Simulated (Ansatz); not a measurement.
Process, species as SMILES: C=O (CH2-O) + 2 [H][H] (H2) → C (CH4) + O (H2O)
B3LYP-D3(BJ)/def2-TZVP geometries, fixed; electronic energies without zero-point terms.
Largest species:
```xyz
5

C      0.0000     0.0000     0.0000
H      0.6205     0.6269     0.6390
H     -0.6429    -0.6249     0.6185
H      0.6369    -0.6328    -0.6166
H     -0.6146     0.6308    -0.6409
```
Charge 0, spin multiplicity 1.

Basis-set convergence of the energy of full hydrogenation at CCSD(T) with Ansatz (an electronic-structure program). Cartesian d functions, on some or all atoms, in 6-31G*, 6-31+G*; all else is spherical. Cores are frozen. No added dispersion term, no relativity. Functions are those of the species that has most. Reference: Hartree-Fock in cc-pVQZ plus the correlation part extrapolated as X^-3 from cc-pVTZ and cc-pVQZ, -59.88 kcal/mol, itself unsure by roughly 0.37 kcal/mol (a third of the extrapolation step and of the last Hartree-Fock step). Deviations are taken from unrounded values.

```tsv
basis	functions	energy of full hydrogenation (kcal/mol)
6-31G*	34	-44.10
6-31+G*	42	-47.48
cc-pVDZ	38	-51.96
aug-cc-pVDZ	64	-59.96
def2-SVP	38	-53.31
def2-SVPD	59	-60.45
pcseg-1	38	-53.67
aug-pcseg-1	64	-57.93
6-311G**	48	-53.18
6-311+G**	56	-56.03
def2-TZVP	74	-53.94
def2-TZVPD	95	-55.88
cc-pVTZ	88	-57.64
aug-cc-pVTZ	138	-59.78
pcseg-2	88	-58.92
aug-pcseg-2	138	-59.48
def2-TZVPP	90	-58.55
def2-TZVPPD	111	-59.64
def2-QZVPP	177	-59.68
def2-QZVPPD	195	-59.95
```

What the diffuse functions change, pair by pair:
- 6-31G* to 6-31+G*: 8 more functions, deviation 15.78 to 12.40 kcal/mol
- cc-pVDZ to aug-cc-pVDZ: 26 more functions, deviation 7.92 to -0.08 kcal/mol
- def2-SVP to def2-SVPD: 21 more functions, deviation 6.57 to -0.57 kcal/mol
- pcseg-1 to aug-pcseg-1: 26 more functions, deviation 6.21 to 1.95 kcal/mol
- 6-311G** to 6-311+G**: 8 more functions, deviation 6.70 to 3.85 kcal/mol
- def2-TZVP to def2-TZVPD: 21 more functions, deviation 5.94 to 4.00 kcal/mol
- cc-pVTZ to aug-cc-pVTZ: 50 more functions, deviation 2.24 to 0.10 kcal/mol
- pcseg-2 to aug-pcseg-2: 50 more functions, deviation 0.96 to 0.40 kcal/mol
- def2-TZVPP to def2-TZVPPD: 21 more functions, deviation 1.32 to 0.24 kcal/mol
- def2-QZVPP to def2-QZVPPD: 18 more functions, deviation 0.20 to -0.07 kcal/mol

They bring the value nearer the reference by more than 0.37 kcal/mol in 9 of 10 pairs.
